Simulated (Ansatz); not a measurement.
Cost and result for the atomization energy of C2H3ClFN, SMILES `FC/N=C/Cl` (8 atoms, 7 bonds).

Z-matrix (Å, degrees):
```
C
N 1 1.413
F 1 1.384 2 114.6
H 1 1.094 2 108.7 3 120.4
H 1 1.094 2 108.7 3 -120.4
C 2 1.246 1 120.5 3 0.0
Cl 6 1.724 2 121.0 1 -180.0
H 6 1.088 2 126.5 1 -0.0
```

Charge 0, multiplicity 1. The geometry is a stationary point of PBE0-D4/def2-TZVP. It is one conformer, not always the lowest. Program: Ansatz. All runs use 2 threads of an Arm Neoverse V1 on a shared host. Times are those of one run each, without the atoms' runs, and a repeat can differ threefold. Electronic energies, without spin–orbit coupling; frozen cores. CCSD(T)/CBS adds CCSD(T) − MP2 in def2-TZVPP to the MP2 limit, and its time is that of the two runs behind it. T1 = 0.012. B3LYP takes the VWN-RPA correlation (the form of Gaussian; ORCA's B3LYP/G).

CCSD(T)/CBS is a level of theory with its own doubt, some kJ/mol a heavy atom from the limit and from the frozen cores, so smaller differences don't rank the functionals.

```csv
level,functions,atomization (kJ/mol),difference from CCSD(T)/CBS,per bond
revPBE-D4/def2-TZVPP,208,3077.7,51.2,7.3
PBE0-D4/def2-TZVPP,208,3071.0,44.5,6.4
CAM-B3LYP-D4/def2-TZVPP,208,3053.3,26.8,3.8
PBE-QIDH/def2-TZVPP,208,3016.2,-10.3,-1.5
CCSD(T)/CBS(def2),–,3026.5,0.0,0.0
CCSD(T)/def2-TZVPP,208,2933.1,-93.4,-13.3
B3LYP-D4/def2-TZVPP (with forces),208,3041.2,14.7,2.1
r2SCAN-D4/def2-TZVPP (with forces),208,3049.1,22.6,3.2
CCSD(T)/def2-SVP,89,2853.1,-173.4,-24.8
r2SCANh-D4/def2-TZVPP,208,3015.0,-11.5,-1.6
LDA (SPW92)/def2-TZVPP,208,3617.4,590.9,84.4
MP2/def2-QZVPP,388,3081.4,54.9,7.8
BLYP-D4/def2-TZVPP,208,3073.8,47.3,6.8
```

Problem. Order the runs by time, with rough figures. (An estimate is asked.)

Solution. Computed: LDA (SPW92)/def2-TZVPP 1.5 s; revPBE-D4/def2-TZVPP 2.4 s; BLYP-D4/def2-TZVPP 2.4 s; PBE0-D4/def2-TZVPP 3.2 s; CAM-B3LYP-D4/def2-TZVPP 3.9 s; CCSD(T)/def2-SVP 4.5 s; B3LYP-D4/def2-TZVPP (with forces) 5.5 s; r2SCAN-D4/def2-TZVPP (with forces) 6 s; r2SCANh-D4/def2-TZVPP 6 s; PBE-QIDH/def2-TZVPP 6.5 s; MP2/def2-QZVPP 23 s; CCSD(T)/def2-TZVPP 2 min; CCSD(T)/CBS(def2) 2.4 min.

From r2SCAN to r2SCAN0 (25 % exact exchange), in def2-TZVPP and without D4, the atomization energy moves by −83.4 kJ/mol: exact exchange takes away binding that semilocal exchange gives to molecules. The D4 term adds +22.6 kJ/mol with B3LYP and +11.8 kJ/mol with PBE0; it sums over pairs of atoms, weighted by their polarisabilities, and B3LYP, whose exchange is more repulsive, gets the larger term. In def2-TZVPP, CCSD(T) changes the Hartree–Fock value by +895.5 kJ/mol (the triples alone add +68.4 kJ/mol) and MP2 by +988.6 kJ/mol; breaking electron pairs costs correlation energy, which Hartree–Fock lacks.
